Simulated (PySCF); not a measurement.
Compound: HCN.
Z-matrix (Å and degrees, PBE0-D3(BJ)/def2-SVP geometry), rows numbered from 1:
```
C 
N   1  1.1538
H   1  1.0794  2  179.99
```

Theory: PBE0-D3(BJ)/def2-SVP geometry optimisation, gas phase in PySCF 2.14.0.

Take the most abundant isotopes and a rigid rotor. 

(1) What are the moment of inertia and the rotational constant?

(2) List the first levels of a rigid rotor in a Σ state.

(3) Where do the first rotational lines fall?

Answers

(1) I = 11.409 u·Å², B = 505379 MHz·u·Å²/I = 44297 MHz (1.4776 cm⁻¹, or 2.126 K as hB/k).

(2) E(J) = BJ(J+1): J = 1: 2.955, J = 2: 8.865, J = 3: 17.731, J = 4: 29.552, J = 5: 44.327, J = 6: 62.058 cm⁻¹.

(3) The dipole is 2.90 D; J+1 ← J lies at 2B(J+1): 1 ← 0 at 88.59 GHz, 2 ← 1 at 177.19 GHz, 3 ← 2 at 265.78 GHz, 4 ← 3 at 354.37 GHz, 5 ← 4 at 442.97 GHz, 6 ← 5 at 531.56 GHz.

Whether it is a minimum is left open (no frequencies). Constants of a rigid frame at the computed geometry: no zero-point averaging, no centrifugal distortion.

Hardware: one thread, Arm Neoverse N1 (aarch64), shared host. Cost: 1.8 s of wall time, 0.24 GiB resident at most. These figures are those of the optimisation.
